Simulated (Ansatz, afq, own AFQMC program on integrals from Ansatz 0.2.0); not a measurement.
## Where AFQMC and coupled cluster stand for AlH₂⁺, triplet

```xyz
3

Al    0.0000    0.0000   -0.1021
H     0.0000    0.8996    1.3665
H     0.0000   -0.8996    1.3665
```

Basis cc-pVDZ. Noble-gas cores (and the filled d shells of Ga–Kr and In–Xe) are frozen. Integrals, coupled cluster, full CI and functionals: Ansatz 0.2.0; the random walks run on the same integrals in our own AFQMC program. The CISD trial takes its coefficients from CCSD amplitudes. Released means that phaseless walkers are propagated on without the constraint, phases kept. Free projection: walkers drawn from exp(T), propagated without any constraint. Its projection time is finite, and what remains of the start isn't in its error. ± is one standard error of the sampling.

Determinant: UHF, the one that the program's search chose, which needn't be the lowest solution. The geometry is a point of a scan.

Full CI on the same integrals is exact in this basis and with this determinant's frozen core.

Cautions: lower spins were not checked.

```
T1 diagnostic                               : 0.0249
weight of the determinant in the CISD state : 0.946
⟨S²⟩ of the determinant                     : 2.035
size of the correlated space                : 4 electrons in 23 orbitals
```

Reference: full CI, correlation energy -1.419 eV. The released energy is read at 2.40 1/Eh (meV from the phaseless value at times in 1/Eh: -0.8 ± 0.5 at 0.24, -1.3 ± 0.5 at 0.51, -2.2 ± 0.5 at 0.99, -2.6 ± 0.4 at 1.62, -3.3 ± 0.4 at 2.40).

```json
{"level": "HF", "E − E(reference) (mEh)": "52.14", "share of correlation (%)": "0.00"}
{"level": "MP2", "E − E(reference) (mEh)": "17.72", "share of correlation (%)": "66.01"}
{"level": "CCSD", "E − E(reference) (mEh)": "1.31", "share of correlation (%)": "97.48"}
{"level": "CCSD(T)", "E − E(reference) (mEh)": "0.43", "share of correlation (%)": "99.17"}
{"level": "CCSDT", "E − E(reference) (mEh)": "0.01", "share of correlation (%)": "99.98"}
{"level": "CCSDT(Q)", "E − E(reference) (mEh)": "0.00", "share of correlation (%)": "100.00"}
{"level": "ph-AFQMC/HF", "E − E(reference) (mEh)": "0.90 ± 0.27", "share of correlation (%)": "98.27"}
{"level": "ph-AFQMC/CISD", "E − E(reference) (mEh)": "0.16 ± 0.02", "share of correlation (%)": "99.69"}
{"level": "released AFQMC", "E − E(reference) (mEh)": "0.04 ± 0.01", "share of correlation (%)": "99.92"}
{"level": "free AFQMC", "E − E(reference) (mEh)": "0.02 ± 0.008", "share of correlation (%)": "99.96"}
```

CCSDT and higher add their correlation energy to the determinant of the CCSD(T) run, since their own runs factorise the integrals more tightly (a shift of under 2 meV). Free projections are given only where their last times agree within the noise and don't stop above the reference; a slow remainder of the start can still hide under it. A walk keeps the symmetry of its determinant, which the program's search chose and which needn't be the lowest solution, so a lower state of the same spin and another symmetry isn't excluded. Released energies are given only where the last usable release times agree within the noise; a slower fall can still hide under it.
